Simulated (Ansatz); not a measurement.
## Which is lower?

Two relaxed structures of CH3N, closed shell (PBE0-D4/def2-TZVP; forces vanish, vibrations not checked).

A:

```xyz
5
angstrom
C -0.0372 -0.3865 0.0380
N 0.6232 0.6543 -0.2259
H -1.0902 -0.4006 0.3427
H 0.4575 -1.3569 -0.0362
H 0.0467 1.4898 -0.1186
```

B:

C1  (0.671, 0.669, -0.241)
N2  (-0.033, -0.391, 0.037)
H3  (-1.011, -0.411, 0.321)
H4  (0.397, -1.305, -0.023)
H5  (-0.006, 1.535, -0.107)
(Å)

Program: Ansatz 0.2.0. Basis: def2-TZVPP. Cores are frozen in the correlated methods. B3LYP uses VWN-RPA correlation.

Question: Which structure is lower at CCSD(T), and by how much? (Judge from chemistry; the value comes from the calculation.)

Answer: The calculation gives: A, by 149.5 kJ/mol (electronic energy, against the other). By their contacts, A is CH₃N ([CH2][NH]) and B is CH₃N ([CH][NH2]).

All methods give the same order:

```tsv
method	E(B) − E(A) (kJ/mol)
PBE-D4	147.4
r2SCAN-D4	147.7
PBE0-D4	145.0
B3LYP-D4	144.6
wB97M-V	139.3
HF	130.0
MP2	158.3
CCSD	146.8
CCSD(T)	149.5
```

T1 diagnostic: at most 0.017.

Labels in which every atom is bracketed show which atoms are joined, not bond orders.

For scale, one of the runs: CCSD(T)/def2-TZVPP, 104 basis functions, launched by `ansatz run in.yaml --threads 2 --pin off --events-out ev --progress --plain --max-ram 4352MiB`. Hardware: 2 CPU threads of an Arm Neoverse V2, shared host. Wall time about 2.2 s.
